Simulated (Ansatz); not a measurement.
Zinc-blende CuCl, treated with HSE06 (plane waves, PAW; Ansatz, an electronic-structure program).

Total energies, extrapolated to zero smearing (they compare only within this program, potentials and cutoff; free atoms with spin allowed, lowest state found):

| system | energy (eV/atom) |
|---|---|
| zinc-blende CuCl, relaxed | -3852.7725 |
| free Cu atom | -6621.0954 |
| free Cl atom | -1078.7552 |

Task: Work out the cohesive energy per atom.

Result: E_coh = [1 × (-6621.0954) + 1 × (-1078.7552)]/2 − (-3852.7725) = 2.85 eV/atom. The reference value is 3.1 ± 0.03 eV/atom (derived here from tabulated measurements, copied from a table, unchecked, brought to a static lattice with a Debye model, atoms in their spin–orbit ground levels; inputs from the CRC Handbook), a difference of -0.25 eV/atom.

The PAW data were made under PBE.
